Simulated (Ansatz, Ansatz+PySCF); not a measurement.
```tsv
atom	x (Å)	y (Å)	z (Å)
C	0.0000	0.6763	-1.3334
C	0.0000	-0.6763	-1.3334
C	0.0000	1.5795	-0.1446
C	0.0000	-1.5795	-0.1446
C	0.0000	0.7588	1.1390
C	0.0000	-0.7588	1.1390
H	0.0000	2.7588	-0.1407
H	0.0000	-2.7588	-0.1407
H	0.0000	1.3281	2.1746
H	0.0000	-1.3281	2.1746
```

RHF on singlet C6H4 was run in several spherical basis sets with Ansatz (development build ahead of 0.2.0). Caution for RHF: an unrestricted determinant lies well below; in another basis set an unrestricted determinant lies well below.

**Question.** Rank the basis sets by the total energy that they give, lowest first, with the distance from the lowest.
A. def2-SVP
B. cc-pVDZ
C. 6-31G(d)

**Answer.** B (0.00 eV), C (0.76 eV), A (5.12 eV).

Totals follow the description of the cores as much as that of the bonds, so this order isn't one of quality for chemistry.
